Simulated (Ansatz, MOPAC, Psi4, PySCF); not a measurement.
Molecule: C6H5, charge 0, multiplicity 2. SMILES: [c]1ccccc1
Geometry: optimised at B3LYP-D3(BJ)/def2-TZVP (Ansatz, a quantum-chemistry and plane-wave program).

Wanted: size of the dipole moment, in D. Set-up: non-relativistic; dispersion terms only where a functional's name holds one; 6-311+G** with 5d; open shells spin-unrestricted; six Cartesian d functions in 6-31G* and its kin unless marked 5d; no spin-orbit coupling. Ab initio and DFT rows: single points at B3LYP-D3(BJ) geometries (Ansatz). Semi-empirical rows: dipoles at the shared geometry.

```json
[
 {"level": "AM1", "program": "MOPAC", "size of the dipole moment (D)": "1.01"},
 {"level": "SVWN5/6-31G*", "program": "Ansatz", "size of the dipole moment (D)": "0.89"},
 {"level": "PBE/6-311+G**", "program": "Ansatz", "size of the dipole moment (D)": "0.96"},
 {"level": "B3LYP/STO-3G", "program": "Ansatz", "size of the dipole moment (D)": "0.43"},
 {"level": "B3LYP/6-31G*", "program": "Ansatz", "size of the dipole moment (D)": "0.78"},
 {"level": "M06-2X/6-31G* (5d)", "program": "PySCF", "size of the dipole moment (D)": "0.72"},
 {"level": "wB97X-D/6-31G*", "program": "Psi4", "size of the dipole moment (D)": "0.82"}
]
```

No value to compare with is used here. The 7 habitual levels span 0.43 (B3LYP/STO-3G) to 1.01 D (AM1).

The levels are drawn from those run, B3LYP/6-31G* more often than the rest, none by its result; runs whose electronic state is in doubt are left out.
